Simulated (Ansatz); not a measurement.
Two isomers of C3H5N: A = `CCC#N`, B = `CC1=CN1`.

Gas-phase electronic energies from Ansatz, PBE0-D4/def2-TZVP geometries. CBS: MP2 limit from def2 TZ/QZ plus the TZ coupled-cluster correction, frozen cores. DFT in def2-TZVPP. B3LYP here is the variant with VWN-RPA as its local correlation; programs differ in this.

Q: Which is lower in electronic energy at CCSD(T)/CBS, and by how much? (An estimate is asked.)

A: Ansatz gave: A, by 73.0 kcal/mol.

Q: Give E(B) − E(A) in kcal/mol with B3LYP-D4, HF/def2-TZVPP, MP2/def2-TZVPP, CCSD(T)/def2-TZVPP, LDA (SPW92), ωB97M-V, B2PLYP. (An estimate is asked.)

A: The calculation gave: B3LYP-D4 72.8, HF/def2-TZVPP 83.4, MP2/def2-TZVPP 76.0, CCSD(T)/def2-TZVPP 75.2, LDA (SPW92) 62.2, ωB97M-V 72.3, B2PLYP 75.2. None reverses the order clearly.

Q: Does the order hold for the free energy at 298.15 K (harmonic terms from PBE0-D4)? (An estimate is asked.)

A: The calculation gave: Yes: G(B) − G(A) = +71.9 kcal/mol.

Largest T1 diagnostic: 0.012.

From r2SCAN to r2SCAN0 (25 % exact exchange), in def2-TZVPP and without D4, E(B) − E(A) moves by +0.7 kcal/mol. At CCSD(T), def2-SVP lies +5.3 kcal/mol from the extrapolated value and def2-TZVPP +2.2 kcal/mol.
